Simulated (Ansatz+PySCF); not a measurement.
The numbers below are computed, except where a source is named.
## PySCF 2.14.0 run

```python
from pyscf import gto, dft

mol = gto.M(atom="""
O 0.000000 0.000000 -0.239320
H 0.000000 1.508350 0.957300
H 0.000000 -1.508350 0.957300
""", basis='cc-pvdz', charge=0, spin=0)
mf = dft.RKS(mol, xc='pbe0')
mf.kernel()
print(mf.converged, mf.e_tot, mf.spin_square()[0])
```

The script is written out from the run's settings.

Results

```json
{
  "Converged": "yes",
  "Total energy": "-75.99075 hartree",
  "Spin squared of the determinant": "0.000",
  "Cycles": "11"
}
```

Caution: an unrestricted determinant lies well below.
